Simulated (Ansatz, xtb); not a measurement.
## Two isomers of CH4NS

We compare X, `CN[S]`, a doublet, with Y, `NC[S]`, a doublet. Both are isolated molecules in the gas phase, relaxed with PBE0-D3(BJ)/def2-SVP; the shapes shown needn't be the lowest conformers.

X (Å):

```yaml
atoms:
  - { symbol: C, position_ang: [0.2165, 0.4181, -1.6072] }
  - { symbol: N, position_ang: [0.2534, -0.7190, -0.7242] }
  - { symbol: S, position_ang: [1.4905, -1.7909, -0.6174] }
  - { symbol: H, position_ang: [-0.1270, 1.3196, -1.0730] }
  - { symbol: H, position_ang: [-0.4556, 0.2493, -2.4679] }
  - { symbol: H, position_ang: [1.2303, 0.5956, -1.9889] }
  - { symbol: H, position_ang: [-0.5936, -0.9102, -0.1955] }
```

Y (Å):

```xyz
7

C    -0.2526    0.2013   -1.0958
N    -1.4008   -0.2931   -0.4066
S     1.1320    0.9066   -0.1455
H     0.1955   -0.5967   -1.7146
H    -1.8335    0.4411    0.1501
H    -0.5459    0.9897   -1.8119
H    -1.1435   -1.0354    0.2406
```

Quicker runs give these differences E(Y) − E(X): GFN2-xTB +0.326 eV; HF/STO-3G +0.076 eV (at GFN2-xTB geometries); r2SCAN-D4/def2-SVP +0.272 eV (at GFN2-xTB geometries).

Task: Estimate E(Y) − E(X) at the level CCSD(T)/def2-SVP + ΔMP2/def2-TZVPP.

Result: Calculated at CCSD(T)/def2-SVP + ΔMP2/def2-TZVPP: E(Y) − E(X) = +0.154 eV, so structure X lies lower.

How the difference moves with the method:

```csv
level,geometry,E(Y) − E(X) (eV),departure from the last row (eV),"job, with rough time for the two"
GFN2-xTB,GFN2-xTB,+0.326,+0.172,"optimisation, 0.38 s"
HF/STO-3G,GFN2-xTB,+0.076,−0.078,"single point, 1.4 s"
r2SCAN-D4/def2-SVP,GFN2-xTB,+0.272,+0.118,"single point, 34 s"
PBE0-D3(BJ)/def2-SVP,PBE0-D3(BJ)/def2-SVP,+0.229,+0.075,"optimisation, 2.1 min"
HF/def2-SVP,PBE0-D3(BJ)/def2-SVP,−0.019,−0.172,part of the CCSD(T) run
MP2/def2-SVP,PBE0-D3(BJ)/def2-SVP,+0.145,−0.009,part of the CCSD(T) run
CCSD(T)/def2-SVP,PBE0-D3(BJ)/def2-SVP,+0.132,−0.022,single point
CCSD(T)/def2-SVP + ΔMP2/def2-TZVPP,PBE0-D3(BJ)/def2-SVP,+0.154,,"single point, 60 s"
```

As drawn, Y has 1 C–S, 1 N–H in place of 1 N–S, 1 C–H.

HF/def2-SVP finds them nearly level. The largest departure from CCSD(T)/def2-SVP + ΔMP2/def2-TZVPP is that of HF/def2-SVP, 0.172 eV. The last row adds to CCSD(T) the change of the MP2 difference between the two basis sets, here +0.022 eV.

With harmonic frequencies from PBE0-D3(BJ)/def2-SVP (ideal gas, rigid rotor, one conformer each, 298.15 K, 1 atm): on the last row, ΔE + ΔZPE = +0.167 eV. A mode under 50 cm⁻¹ makes harmonic enthalpies and free energies unreliable, so none is given.

Open shells are spin-unrestricted. The correlated steps freeze 7 core orbitals. Codes used: Ansatz 0.2.0, xtb 6.7.1; the last row on 1 thread of Intel(R) Xeon(R) Processor @ 2.50GHz (Skylake/Cascade Lake) on a shared host.
